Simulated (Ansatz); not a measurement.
```yaml
crystal:
  periodic: [false, false, false]
  atoms:
    - {symbol: Al, position_ang: [0.000000, 0.000000, -1.660871]}
    - {symbol: O, position_ang: [0.000000, 0.000000, 0.020017]}
    - {symbol: P, position_ang: [0.000000, 0.000000, 1.640854]}
basis:
  gaussian: {orbitals: def2-TZVP}
hamiltonian: {xc: pbe0}
relax: {f_tol: 0.004, max_steps: 80}
```

```sh
$ ansatz run in.yaml --threads 1 --pin off --events-out ev --progress --plain --max-ram 2176MiB
```

Steps of the relaxation (energy above the last step; positions in Å, forces in eV/Å):

```
3
step 1, 46.5 meV
Al    0.000    0.000   -1.661    0.000    0.000   -1.252
O     0.000    0.000    0.020    0.000    0.000    2.047
P     0.000    0.000    1.641    0.000    0.000   -0.795
```

```
3
step 2, 20.5 meV
Al    0.000    0.000   -1.670    0.000    0.000   -0.795
O     0.000    0.000    0.030    0.000    0.000    1.340
P     0.000    0.000    1.641    0.000    0.000   -0.545
```

```
3
step 3, 0.3 meV
Al    0.000    0.000   -1.686    0.000    0.000   -0.101
O     0.000    0.000    0.048    0.000    0.000    0.055
P     0.000    0.000    1.638    0.000    0.000    0.046
```

```
3
step 4, 0.0 meV
Al    0.000    0.000   -1.691    0.000    0.000    0.015
O     0.000    0.000    0.049    0.000    0.000    0.008
P     0.000    0.000    1.641    0.000    0.000   -0.023
```

```
3
step 5, 0.0 meV
Al    0.000    0.000   -1.690    0.000    0.000    0.000
O     0.000    0.000    0.049    0.000    0.000   -0.001
P     0.000    0.000    1.640    0.000    0.000    0.000
```

Close pairs at the end: O2–P3 1.591 Å, Al1–O2 1.739 Å.

A stationary point of restricted PBE0 after 5 steps (its stability towards spin polarisation wasn't tested); no frequencies were run, so it isn't proven a minimum. 15 s on 1 thread of Arm Neoverse V1, shared host.
